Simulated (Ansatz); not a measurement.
Born–Oppenheimer molecular dynamics of AlH5O2 (8 atoms, charge 0, multiplicity 1). It starts at the highest image of a converged band, a first-order saddle point between two minima.

The calculation used Ansatz 0.2.0, RKS PBE0-D4/def2-SVP.

* ensemble: NVE (velocity Verlet)
* time step: 0.5 fs
* steps asked: 200
* starting velocities drawn for: 300 K
* seed: 2807

First frame:

```xyz
8
Properties=species:S:1:pos:R:3
Al -0.009 0.234 0.027
H -0.261 -0.276 1.720
O 1.605 -0.063 -0.448
H 1.905 -0.629 -1.158
H -1.271 -0.057 -0.875
O -0.008 1.790 1.045
H 0.832 2.246 1.184
H -0.129 0.772 1.747
```

Question: How far do the bonds stretch over the last three quarters of this one trajectory? (Pairs bonded in most of those frames.)

Answer: 
```
  bond  mean (Å)  spread (Å)  shortest  longest
Al1–O3     1.698       0.037      1.62     1.77
Al1–H5     1.578       0.005      1.57     1.59
Al1–O6     1.704       0.054      1.60     1.80
 H2–H8     0.764       0.023      0.73     0.80
 O3–H4     0.959       0.022      0.92     0.99
 O6–H7     0.961       0.025      0.92     1.00
```

Mean temperature of the second half: 950 K. The conserved energy stayed within 0.28 meV per atom of its start (net change 0.065 meV per atom), so the integration is sound. The kinetic energy rose, since the run started high on the potential surface and went downhill. It ends in pieces (AlH3O2 + H2), so much of that is their flight and rotation, not heat. A run of 0.1 ps of so small a system gives no equilibrium averages. The orbitals stay closed-shell, which can raise the energy where a bond breaks towards radicals; this wasn't checked here.

Time of the run: 4.7 min on 1 thread of Arm Neoverse V2, on a shared host, peak memory 0.13 GiB.
